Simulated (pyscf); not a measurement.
Thermochemistry of product channels of Al–Cl [singlet] + HO–SiH₃ on the singlet surface, in kcal/mol, from CCSD(T)/def2-TZVPP + ΔMP2(QZVPP) energies (ideal gas, 1 atm, RRHO with modes under 100 cm⁻¹ raised to 100, one conformer, R ln 2 for chiral ones without a mode under 150 cm⁻¹). Optimised with ωB97X-D3(BJ)/def2-SVP in PySCF. Correlated levels are frozen-core, on RHF or UHF. ΔMP2 is the change of the MP2 total energy from the triple- to the quadruple-zeta basis.

```csv
products,ΔE,ΔH(298 K),ΔG(298 K),ΔG(900 K)
HO–Al(SiH₃)–Cl,?,-28.8,-19.4,-1.8
H₃Si–O–AlH–Cl,?,-53.1,-43.2,-24.1
```

### Question
Fill in the missing entries.

### Answer

- HO–Al(SiH₃)–Cl, ΔE: -29.1
- H₃Si–O–AlH–Cl, ΔE: -52.2

The channel to HO–Al(SiH₃)–Cl turns unfavourable between 298 and 1200 K (ΔG from -19.4 kcal/mol to +6.3 kcal/mol).

These are energies of the channels, which say nothing of barriers. The CCSD(T) − MP2 part came from Ansatz, without density fitting, on the same reference.
